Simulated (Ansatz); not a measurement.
Species: C₂H₅S, charge 0, doublet. C2H5S (SMILES [S]CC, doublet).
B3LYP-D3(BJ)/def2-TZVP minimum from Ansatz (a first-principles code):
```xyz
8

C      1.5240     0.6464    -0.0053
C      0.0064     0.7586     0.0050
S     -0.8874    -0.8074     0.0002
H     -0.3508     1.3108     0.8809
H     -0.3618     1.3224    -0.8587
H      1.9817     1.6392    -0.0016
H      1.8790     0.1022     0.8702
H      1.8678     0.1140    -0.8925
```
Charge 0, spin multiplicity 2.

Total energies in cc-pV(D+d)Z, 19 correlated electrons, 7 frozen orbitals. Open shells are spin-unrestricted; no spin-orbit coupling. Cores are frozen in correlated methods. No relativity.

| method | program | energy (Eh) | minus CCSDT(Q) (mEh) |
|---|---|---|---|
| HF | Ansatz | -476.16452 | 461.18 |
| MP2 | Ansatz | -476.56379 | 61.91 |
| CCSD | Ansatz | -476.61152 | 14.18 |
| CCSD(T) | Ansatz | -476.62398 | 1.72 |
| CCSDT(Q) | Ansatz | -476.62570 | 0.00 |

Rough core times of Ansatz's runs on a shared machine: CCSD(T) under 20 s, CCSDT(Q) 7 min.
